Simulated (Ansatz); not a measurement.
Ansatz (an electronic-structure program) input (CCSD(T)/aug-cc-pVTZ):

Ansatz 0.2 input:
```yaml
crystal:
  periodic: [false, false, false]
  atoms:
    - {symbol: C, position_ang: [1.14502538, -0.38142530, 0.14741238]}
    - {symbol: C, position_ang: [0.03204805, 0.65710997, 0.11064372]}
    - {symbol: O, position_ang: [-1.23308689, -0.12617052, -0.21931843]}
    - {symbol: H, position_ang: [-1.79541147, 0.09447728, 0.52177410]}
    - {symbol: H, position_ang: [0.20752425, 1.23918759, -0.81929277]}
    - {symbol: H, position_ang: [2.11943237, 0.13014009, 0.16693320]}
    - {symbol: H, position_ang: [1.09945895, -1.00981192, 1.05044502]}
    - {symbol: H, position_ang: [1.17125044, -1.09873694, -0.71364874]}
basis:
  gaussian:
    orbitals: aug-cc-pVTZ
total_charge: -1
magnetization: {spin_polarized: false}
correlation: {method: ccsd_t, electrons: outside_noble_gas}
```

End of the output:

```
integrals: 1.67 GiB planned
1441 factors; integrals over basis functions are off by at most 8.7e-4 eV
mean field: 1.01 GiB planned
mean field evaluation 1: about -4174.0519 eV, gradient 2.2e1 eV
mean field evaluation 2: about -4174.0521 eV, gradient 2.2e1 eV
mean field evaluation 4: about -4175.6511 eV, gradient 3.0e0 eV
mean field evaluation 8: about -4175.6934 eV, gradient 8.5e-3 eV
mean field evaluation 16: about -4175.6870 eV, gradient 7.4e-1 eV
mean field -4175.69340349 eV, -153.4539021917 hartree, gradient 4.2e-6 eV, S^2 0.000000; 0 other end points of the search recorded, 0 dependent functions left out
3 core orbitals not correlated
reference -4175.69340349 eV, -153.4539021917 hartree; 10, 10 occupied and 240, 240 virtual orbitals, 1441 factors
second order -17.23763480 eV of doubles, -0.00000000 eV of singles
coupled cluster: 6.14 GiB planned
cycle   1  -17.28147231 eV  change   -4.4e-2 eV  update   1.0e-1
cycle   2  -17.68412479 eV  change   -4.0e-1 eV  update   3.4e-2
cycle   3  -17.80393753 eV  change   -1.2e-1 eV  update   2.2e-2
cycle   4  -17.81080741 eV  change   -6.9e-3 eV  update   9.7e-3
cycle   5  -17.80248796 eV  change    8.3e-3 eV  update   8.0e-3
cycle   6  -17.80272706 eV  change   -2.4e-4 eV  update   5.2e-3
cycle   7  -17.80535678 eV  change   -2.6e-3 eV  update   2.7e-3
cycle   8  -17.80463924 eV  change    7.2e-4 eV  update   1.5e-3
cycle   9  -17.80454617 eV  change    9.3e-5 eV  update   5.8e-4
cycle  10  -17.80535174 eV  change   -8.1e-4 eV  update   3.1e-4
cycle  11  -17.80495552 eV  change    4.0e-4 eV  update   1.6e-4
cycle  12  -17.80489414 eV  change    6.1e-5 eV  update   6.7e-5
cycle  13  -17.80492061 eV  change   -2.6e-5 eV  update   3.5e-5
cycle  14  -17.80489817 eV  change    2.2e-5 eV  update   1.7e-5
perturbative correction -0.76581516 eV, -0.0281431880 hartree
Total energy: -4194.26411682 eV, -154.1363633189 hartree
```

It need not be the lowest isomer of its formula. Whether it binds its extra electron was not tested at this geometry.
